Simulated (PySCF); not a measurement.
```xyz
5
charge 0 multiplicity 1, angstrom
S    -0.1284   -0.1284    0.0000
O    -1.2530    0.0774   -0.8152
O     0.0774   -1.2530    0.8152
F     1.1308    0.0749   -0.8616
F     0.0749    1.1308    0.8616
```

Method: PySCF, PBE0, basis S def2-TZVP, O def2-TZVP, F def2-TZVP (no relativity, density fitting).

This geometry of SO₂F₂ is a stationary point at this level.

(1) What is the point group?

(2) Is it a minimum?

(3) List the harmonic modes with their infrared intensities.

(4) Give the ideal-gas entropy at 298.15 K and 1 bar by parts.

## Answers

(1) C2v.

(2) Yes: all harmonic wavenumbers are real.

(3) 
```
symmetry  ω (cm⁻¹)  IR (km/mol)     type
      a2       380          0.0     bend
      a1       381          0.0     bend
      b1       538         22.8     bend
      b2       541         32.3     bend
      a1       550         28.1     bend
      a1       863          125  stretch
      b1       900          253    mixed
      a1      1300          173  stretch
      b2      1539          289  stretch
```

(4) translation 166.5, rotation 100.2, vibration 17.1, spin 0.0; total 283.8 J/(mol K).

This need not be the most stable arrangement of these atoms.
